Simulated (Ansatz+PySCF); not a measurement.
**doublet C₄H₉: levels of theory in one basis**

```yaml
atoms:
  - { symbol: C, position_ang: [0.0000, -0.1732, 0.0000] }
  - { symbol: C, position_ang: [-1.4931, 0.0329, 0.0000] }
  - { symbol: C, position_ang: [0.7466, 0.0329, 1.2931] }
  - { symbol: C, position_ang: [0.7466, 0.0329, -1.2931] }
  - { symbol: H, position_ang: [-1.7541, 1.1175, 0.0000] }
  - { symbol: H, position_ang: [0.8771, 1.1175, 1.5191] }
  - { symbol: H, position_ang: [0.8771, 1.1175, -1.5191] }
  - { symbol: H, position_ang: [-1.9645, -0.4111, 0.8972] }
  - { symbol: H, position_ang: [-1.9645, -0.4111, -0.8972] }
  - { symbol: H, position_ang: [1.7593, -0.4110, 1.2527] }
  - { symbol: H, position_ang: [0.2052, -0.4110, 2.1499] }
  - { symbol: H, position_ang: [0.2052, -0.4110, -2.1499] }
  - { symbol: H, position_ang: [1.7593, -0.4110, -1.2527] }
```

Basis set: cc-pVTZ (spherical functions). Left uncorrelated: 4 orbitals. Correlation on ROHF uses semicanonical orbitals with singles. Charge 0, multiplicity 2.

Computed with Ansatz (development build ahead of 0.2.0); each method stands on the lowest determinant of its kind that the runs found.

```
  method  E − E(ROHF) (eV)  <S²> of the determinant
    ROHF              0.00                     0.75
     UHF             -0.13                     0.76
ROHF-MP2            -18.68                        –
 UHF-MP2            -18.66                     0.76
```
